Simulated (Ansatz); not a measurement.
Bulk modulus B0 of elemental solids other than molecular ones

Method: revPBE (Ansatz, a first-principles code, PAW). References are measured values corrected to a static lattice. The table is a random draw of 14 from 29 solids with such references.

Values in GPa.

```csv
solid,reference,revPBE,error (%)
fcc Ag,110 (104–111),79.0,-28
hcp Co,193,202,+4.7
fcc Rh,271 (271–289),243,-10.3
hcp Ti,108,107,-0.9
bcc Nb,173,164,-5.2
fcc Pd,195 (187–198),153,-22
hcp Tl,37.4¶,21.3,-43
bcc Li,13.8 (13.1–13.9),?,?
fcc Pt,289,235,-18.7
body-centred tetragonal In,44.7¶,31.5,-30
bcc Ba,9.34 (9.34–10.6),8.06,-13.7
bcc Cs,2.11 (2.11–2.35),1.67,-21
fcc Au,182,126,-31
hcp Cd,53.8§ (50.7–53.8),31.6,-41
```

Q: Estimate the withheld revPBE value.

A: The errors of the other rows run from -43 % to +4.7 %, with a median of -21 %; carried to the reference 13.8 it gives 10.9 GPa. The run gives 13.0 GPa (-5.8 %), +19.3 % from the estimate; the row was drawn at random, and such an estimate is rough. Over these 14 solids the mean error is -18.9 %, the mean absolute error 19.6 % (median 19.8 %), and the worst case hcp Tl at -43 %; the value is below the reference in 13 of 14 cases. Over all 29, from unrounded values, the mean error is -13.2 % and the mean absolute error 14.1 % (median 10.8 %).

All these references are brought to a static lattice.

Spin–orbit coupling is left out, also for the solids with elements from indium on (hcp Tl, fcc Pt, body-centred tetragonal In, bcc Ba, bcc Cs, fcc Au); its size isn't shown.

§ marks references from which a value of another source on file, of any temperature and not printed here, differs by over 15 %.

¶ marks references of a special kind: hcp Tl, 37.4 GPa (measured, copied from a table, unchecked, extrapolated to 0 K and zero-point effects removed; as tabulated in Lejaeghere et al. (2013), arXiv:1204.2733); body-centred tetragonal In, 44.7 GPa (measured, copied from a table, unchecked, extrapolated to 0 K and zero-point effects removed; as tabulated in Lejaeghere et al. (2013), arXiv:1204.2733).

In Ansatz's fits of the non-cubic solids, shape and atoms are relaxed at each volume.

Brackets give the range of the sources taken for a reference, where it is wide; it can hold other temperatures.

Differences are worked out from the printed values.

Each level is taken at its own relaxed cell. Caveats: the cell is over a tenth larger than the published one: the level's own overestimate first of all, though another phase or state, or a fault of the published cell, is possible (hcp Tl, bcc Cs, hcp Cd). Ansatz's density-functional and Hartree–Fock values are scalar-relativistic unless marked +SOC, with PAW data made under PBE.

Ansatz's runs of these crystals have no spin polarisation, but for hcp Co.

Density-functional runs with spin start from parallel moments for hcp Co.

Not in this set, of the elemental solids other than molecular ones with a reference value in our tables and a result at some level: 9 for no value at revPBE (not run, a failed fit, an unstable or unbound cell, or a value held back for tests); 6 for sources at odds; 4 for a reference at room or unstated temperature; 1 for a value of another source that differs by over 15 % in a way that heat doesn't explain. These can be a level's best or worst cases. Solids without a released value at any level aren't counted. Layered and molecular crystals are counted apart. The metals Ce to Yb are counted apart.

References as tabulated in Levämäki et al. (2014), arXiv:1402.3671; doi:10.1021/acs.jctc.3c00612; Mejia-Rodriguez and Trickey (2018), arXiv:1807.09216; Lejaeghere et al. (2013), arXiv:1204.2733.
